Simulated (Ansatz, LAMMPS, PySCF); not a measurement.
## Ladder of methods for the bulk modulus of diamond

Reference value: 455 GPa (measured, 0 K value with the zero-point phonon effect removed; as tabulated in Mejia-Rodriguez and Trickey (2018), arXiv:1807.09216).

```
level (code)           value (GPa)  cell (Å³/atom)  error (%)
---------------------  -----------  --------------  ---------
COMB comb3 (LAMMPS)            472            5.58       +3.7
PBE (Ansatz)                   433            5.70       -4.8
r²SCAN (Ansatz)                451            5.64       -0.9
PBE0 (Ansatz)                  471            5.57       +3.5
Hartree–Fock (Ansatz)          497            5.60       +9.2
MP2 (PySCF)               469 ± 10            5.53       +3.1
CCSD(T) (PySCF)           450 ± 10            5.60       -1.1
```

Once the reference is moved by up to 1.7 % (a margin picked here for doubts on the reference and the settings) and values within 1.7 % count as equal, the nearest can be r²SCAN (-0.9 %), CCSD(T) (-1.1 %), MP2 (+3.1 %), PBE0 (+3.5 %) or COMB comb3 (+3.7 %). By the same margin the farthest can be Hartree–Fock (+9.2 %) or PBE (-4.8 %). Within 15 %: COMB comb3, PBE, r²SCAN, PBE0, Hartree–Fock, MP2, CCSD(T).

A ± on a computed value is a rough bar: the spread of its extrapolation, a floor set from checks against published values, or a statistical error. Each level is taken at its own relaxed cell. Cutoffs and k meshes differ between the levels. Ansatz's density-functional and Hartree–Fock values are scalar-relativistic unless marked +SOC, with PAW data made under PBE.

Empirical potentials (COMB comb3) are fitted to chosen data: where that held the value shown, agreement is built in, and what lay outside the fit can be far off.

Differences are worked out from the printed values.

Ansatz is a first-principles code.
